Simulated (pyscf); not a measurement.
This saddle point was located with ωB97X-D3(BJ)/def2-SVP in PySCF.

```
Si
F 1 1.6205
H 1 1.5209 2 104.20
F 1 1.8725 3 151.87 2 -131.48
H 4 1.2385 1 77.54 3 36.85
F 5 1.0829 4 134.51 1 -2.85
```
Charge 0, spin multiplicity 2.

Surface: doublet, charge 0. Lowest wavenumbers (cm⁻¹): 548i, 146, 272, 521, 661.

Problem. Name the species on either side of this saddle.

Solution. HF + F–SiH•–F ⇌ F–SiH•–F + HF, a concerted two-bond exchange read from left to right: F–H, F–Si broken and F–Si, F–H formed. At CCSD(T)/def2-TZVPP + ΔMP2(QZVPP) it lies +25.4 kcal/mol from the left side and +25.4 kcal/mol from the right (each side as separated species at their lowest minima found). The same reactants have a lower exit, to F–SiH(F)–F + H• (barrier +15.3 kcal/mol at ωB97M-D3(BJ), against +21.3 kcal/mol here). This is the saddle that the search found; another between the same sides may lie lower. The CCSD(T) − MP2 part came from Ansatz, without density fitting, on the same reference.
